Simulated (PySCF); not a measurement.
Method: ωB97X-D3(BJ)/def2-TZVP // PBE0-D3(BJ)/def2-TZVP (PySCF 2.14.0). Gas-phase values, no solvent. One relaxed conformer stands for a flexible species; it need not be the lowest. 

Reference species (SMILES): `[In]([OH])[SH]` (H–O–In–S torsion -180°, O–In–S–H torsion 0°) (neutral, multiplicity 2).

```json
{
 "highest_occupied_spin_orbital": "-8.44 eV"
}
```

Changed species: `[OH]` (radical fragment; the reference has radical fragment).

Problem. Predict the effect on the highest occupied spin orbital.

Solution. the highest occupied spin orbital drops by 3.39 eV, to -11.83 eV.
